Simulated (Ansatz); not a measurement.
# SiH₂F radical: basis-set convergence

How large a basis does SiH₂F radical need? Two functionals and correlated methods are run in growing sets.

Program: Ansatz 0.2.0, Gaussian basis. Level of theory: one geometry, several basis sets. These are calculated values, not measurements.

Plan: PBE0-D4/def2-SVP; ωB97M-V/def2-SVP; PBE0-D4/def2-QZVPP; ωB97M-V/def2-QZVPP; CCSD(T)/cc-pV(D+d)Z; CCSD(T)/cc-pV(T+d)Z; CCSD(T)/cc-pV(Q+d)Z; the functionals' def2-TZVPP values are taken from earlier runs.

## 1. Structure used throughout

An earlier PBE0-D4 in a triple-zeta def2 set relaxation fixed the geometry.

4 atoms, charge 0, spin multiplicity 2.

Atoms are counted from 1 here; the program's logs count them from 0.

Bond lengths: F1–Si2 1.604 Å, Si2–H3 1.490 Å, Si2–H4 1.490 Å. Angles: F1–Si2–H3 107.9°, F1–Si2–H4 107.9°, H3–Si2–H4 111.4°.

## 2. PBE0-D4 in def2-SVP

in.yaml

```yaml
crystal:
  periodic: [false, false, false]
  atoms:
    - {symbol: F, position_ang: [1.239939, 0.658375, -0.448719]}
    - {symbol: Si, position_ang: [-0.069520, -0.253761, -0.290350]}
    - {symbol: H, position_ang: [-1.250652, 0.651154, -0.217047]}
    - {symbol: H, position_ang: [0.080233, -1.055767, 0.956116]}
basis:
  gaussian: {orbitals: def2-SVP}
magnetization: {spin_polarized: true, initial_magnetization: 1}
hamiltonian: {xc: pbe0, dispersion: d4}
output: {orbitals: {seedname: orbitals}}
```

Launch:

```bash
$ ansatz run in.yaml --threads 2 --pin off --events-out ev --progress --plain --max-ram 32768MiB --backend cpu
```

After this run come: ωB97M-V in def2-SVP; PBE0-D4 in def2-QZVPP; ωB97M-V in def2-QZVPP; CCSD(T) in cc-pV(D+d)Z; CCSD(T) in cc-pV(T+d)Z; CCSD(T) in cc-pV(Q+d)Z.

Q: Predict the results of all the runs planned. Wanted: MP2 correlation recovered, cc-pV(D+d)Z; MP2 correlation recovered, cc-pV(T+d)Z; MP2 correlation recovered, cc-pV(Q+d)Z; CCSD(T) limit from def2 sets; PBE0-D4: double and triple zeta above quadruple; ωB97M-V: double and triple zeta above quadruple.

**Answer**, as computed:

| quantity | value |
| --- | --- |
| MP2 correlation recovered, cc-pV(D+d)Z | 65.9 % |
| MP2 correlation recovered, cc-pV(T+d)Z | 86.7 % |
| MP2 correlation recovered, cc-pV(Q+d)Z | 94.5 % |
| CCSD(T) limit from def2 sets (earlier runs) less the limit of this series | -4 meV |
| PBE0-D4: double and triple zeta above quadruple | 6.87, 0.44 eV |
| ωB97M-V: double and triple zeta above quadruple | 6.92, 0.41 eV |

**Reading.** For PBE0-D4 the step from double to triple zeta gains 6.43 eV and the next only 0.44 eV. In cc-pV(D+d)Z MP2 holds 66 % of its limit, in cc-pV(Q+d)Z 94 %, while Hartree-Fock is within 0.116 eV in the largest set. A limit from the def2 sets, made apart, differs by 4 meV, a least measure of the doubt on such a limit. Total energies overstate the basis error of differences, where much of it tends to cancel.
